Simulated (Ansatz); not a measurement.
Geometry optimisation, RKS B3LYP/def2-SVPD (Ansatz).

Input file:

```yaml
crystal:
  periodic: [false, false, false]
  atoms:
    - { symbol: Si, position_ang: [-1.1006, 0.1193, 0.1884] }
    - { symbol: "N", position_ang: [0.5148, -0.79, 1.2292] }
    - { symbol: H, position_ang: [-1.2113, 0.9906, 1.3525] }
    - { symbol: H, position_ang: [-1.966, 0.8735, -0.7686] }
    - { symbol: H, position_ang: [-1.6293, -1.2267, 0.022] }
    - { symbol: H, position_ang: [0.8684, -0.2223, 0.0688] }
    - { symbol: C, position_ang: [0.6078, 0.4916, -1.1059] }
    - { symbol: H, position_ang: [0.6121, -1.794, 1.2891] }
    - { symbol: H, position_ang: [0.8972, -0.3729, 2.066] }
    - { symbol: H, position_ang: [0.618, 1.575, -1.0852] }
    - { symbol: H, position_ang: [0.1312, 0.1664, -2.0247] }
    - { symbol: H, position_ang: [1.6577, 0.1895, -1.2314] }
basis:
  gaussian: { orbitals: def2-SVPD }
hamiltonian:
  xc: b3lyp
relax:
  f_tol: 0.15
  max_steps: 25
  restrain:
    - { distance: [0, 6], at: 3.17, k: 30.0 }
    - { distance: [5, 1], at: 2.32, k: 30.0 }
    - { distance: [0, 1], at: 1.82, k: 30.0 }
    - { distance: [5, 6], at: 1.07, k: 30.0 }
output:
  orbitals: {}
```

Launched with:

```bash
$ ansatz run input.yaml --threads 4 --pin off --max-ram 5120MiB --backend cpu --events-out ev --progress --plain --runs-dir out
```

Q: Where does it end, and by what steps?

A: The run converged. The restraints hold the end off the free minimum. After 20 steps the energy has fallen by 2.963 eV (the restraints' own energy left out); H4 moved furthest, 1.50 Å. Parted: Si1–C7. Joined: H6–C7.

```csv
step,energy less start (eV),largest force component (eV/Å),accepted
0,0.0000,2.180,yes
1,0.6659,3.091,yes
2,0.5738,4.923,yes
3,-0.2533,2.891,yes
4,-1.4448,1.149,yes
5,-2.1853,0.698,yes
6,-2.6059,0.882,yes
7,-2.7713,1.366,yes
8,-2.7838,1.252,yes
9,-2.7903,1.115,yes
10,-2.8024,1.008,yes
11,-2.8217,1.000,yes
12,-2.8665,0.913,yes
13,-2.9104,0.843,yes
14,-2.9327,0.818,yes
15,-2.9416,0.866,yes
16,-2.8895,2.114,no
17,-2.9506,0.781,yes
18,-2.9559,0.745,yes
19,-2.9571,0.749,yes
20,-2.9635,0.777,yes
```

```xyz
12
Properties=species:S:1:pos:R:3
Si -1.210 0.084 0.780
N 0.289 -0.558 1.525
H -2.251 0.177 1.847
H -1.015 1.453 0.237
H -1.695 -0.818 -0.300
H 1.167 0.252 -0.470
C 0.966 0.336 -1.531
H 0.758 -1.341 1.084
H 0.286 -0.679 2.530
H 0.602 1.342 -1.766
H 0.214 -0.397 -1.840
H 1.891 0.150 -2.095
```

Whether the end is a true minimum wasn't checked by a vibrational analysis.

Time of the run: 62 s on 4 threads of Arm Neoverse N1 (shared host), peak memory 0.31 GiB.
